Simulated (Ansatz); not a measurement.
Ansatz (a program for electronic structure) input (B3LYP-D3(BJ)/def2-TZVP):

Ansatz 0.2 input:
```yaml
crystal:
  periodic: [false, false, false]
  atoms:
    - {symbol: C, position_ang: [-0.00042255, -0.00054284, 0.66960135]}
    - {symbol: C, position_ang: [0.00042255, 0.00054284, -0.66960135]}
    - {symbol: Cl, position_ang: [0.00445506, 1.45010322, 1.59085632]}
    - {symbol: Cl, position_ang: [-0.00646139, -1.45268069, 1.58849617]}
    - {symbol: Cl, position_ang: [-0.00445506, -1.45010322, -1.59085632]}
    - {symbol: Cl, position_ang: [0.00646139, 1.45268069, -1.58849617]}
basis:
  gaussian:
    orbitals: def2-TZVP
hamiltonian:
  xc: b3lyp
  dispersion: d3bj
phonons: {temperatures: {t_min: 298.15, t_max: 298.15, t_step: 100}}
```

Output:

```
Functional definition: B3LYP
integrals: 0.18 GiB planned
1412 factors; their error is unknown
mean field: 1.53 GiB planned
mean field evaluation 1: about -52164.0769 eV, gradient 3.7e1 eV
mean field evaluation 2: about -52157.9576 eV, gradient 6.1e1 eV
mean field evaluation 4: about -52167.0627 eV, gradient 9.8e-1 eV
mean field evaluation 8: about -52167.1893 eV, gradient 2.4e-1 eV
mean field evaluation 16: about -52167.1893 eV, gradient 2.1e-5 eV
mean field -52167.18934119 eV, -1917.1088480978 hartree, gradient 2.1e-5 eV, S^2 0.000000; 0 other end points of the search recorded, 0 dependent functions left out
the calculation of the forces begins
reference -52167.18962153 eV, -1917.1088584002 hartree; 40, 40 occupied and 170, 170 virtual orbitals, 1412 factors
these checks for a lower state are left out or cut short: stability, starts, cluster_reference, orbital_swaps, neighbouring_geometries, increment
integrals: 0.18 GiB planned
1412 factors; their error is unknown
mean field: 1.53 GiB planned
mean field -52167.18922454 eV, -1917.1088438110 hartree, gradient 1.5e-6 eV, S^2 0.000000; 0 other end points of the search recorded, 0 dependent functions left out
the calculation of the forces begins
reference -52167.18950489 eV, -1917.1088541137 hartree; 40, 40 occupied and 170, 170 virtual orbitals, 1412 factors
these checks for a lower state are left out or cut short: stability, starts, cluster_reference, orbital_swaps, neighbouring_geometries, increment
integrals: 0.18 GiB planned
1412 factors; their error is unknown
mean field: 1.53 GiB planned
mean field -52167.18923104 eV, -1917.1088440497 hartree, gradient 1.2e-6 eV, S^2 0.000000; 0 other end points of the search recorded, 0 dependent functions left out
the calculation of the forces begins
reference -52167.18951137 eV, -1917.1088543519 hartree; 40, 40 occupied and 170, 170 virtual orbitals, 1412 factors
these checks for a lower state are left out or cut short: stability, starts, cluster_reference, orbital_swaps, neighbouring_geometries, increment
integrals: 0.18 GiB planned
1412 factors; their error is unknown
mean field: 1.53 GiB planned
mean field evaluation 32: about -52167.0643 eV, gradient 1.3e-4 eV
mean field -52167.18936095 eV, -1917.1088488241 hartree, gradient 1.1e-6 eV, S^2 0.000000; 0 other end points of the search recorded, 0 dependent functions left out
the calculation of the forces begins
reference -52167.18964132 eV, -1917.1088591274 hartree; 40, 40 occupied and 170, 170 virtual orbitals, 1412 factors
these checks for a lower state are left out or cut short: stability, starts, cluster_reference, orbital_swaps, neighbouring_geometries, increment
integrals: 0.18 GiB planned
1412 factors; their error is unknown
mean field: 1.53 GiB planned
mean field -52167.18920926 eV, -1917.1088432493 hartree, gradient 1.4e-6 eV, S^2 0.000000; 0 other end points of the search recorded, 0 dependent functions left out
the calculation of the forces begins
reference -52167.18948958 eV, -1917.1088535510 hartree; 40, 40 occupied and 170, 170 virtual orbitals, 1412 factors
these checks for a lower state are left out or cut short: stability, starts, cluster_reference, orbital_swaps, neighbouring_geometries, increment
integrals: 0.18 GiB planned
1412 factors; their error is unknown
mean field: 1.53 GiB planned
mean field -52167.18925574 eV, -1917.1088449577 hartree, gradient 1.0e-6 eV, S^2 0.000000; 0 other end points of the search recorded, 0 dependent functions left out
the calculation of the forces begins
reference -52167.18953606 eV, -1917.1088552591 hartree; 40, 40 occupied and 170, 170 virtual orbitals, 1412 factors
these checks for a lower state are left out or cut short: stability, starts, cluster_reference, orbital_swaps, neighbouring_geometries, increment
integrals: 0.18 GiB planned
1412 factors; their error is unknown
mean field: 1.53 GiB planned
mean field -52167.18939141 eV, -1917.1088499432 hartree, gradient 1.3e-6 eV, S^2 0.000000; 0 other end points of the search recorded, 0 dependent functions left out
the calculation of the forces begins
reference -52167.18967178 eV, -1917.1088602467 hartree; 40, 40 occupied and 170, 170 virtual orbitals, 1412 factors
Total energy: -52167.67362916 eV, -1917.1266453526 hartree
Atom 0 at    -0.000423    -0.000543     0.669601 Å, force    -0.000000    -0.000000     0.000004 eV/Å
Atom 1 at     0.000423     0.000543    -0.669601 Å, force     0.000000     0.000000    -0.000004 eV/Å
Atom 2 at     0.004455     1.450103     1.590856 Å, force     0.000000     0.000024    -0.000011 eV/Å
Atom 3 at    -0.006461    -1.452681     1.588496 Å, force    -0.000000    -0.000024    -0.000011 eV/Å
Atom 4 at    -0.004455    -1.450103    -1.590856 Å, force    -0.000000    -0.000024     0.000011 eV/Å
Atom 5 at     0.006461     1.452681    -1.588496 Å, force     0.000000     0.000024     0.000011 eV/Å
Dipole moment:    -0.000000    -0.000000     0.000000 e Å
Vibrations: 97.80 178.03 237.55 290.40 312.72 345.82 446.35 550.26 773.86 885.12 969.86 1614.36 cm⁻¹, zero-point energy 0.415479 eV
```
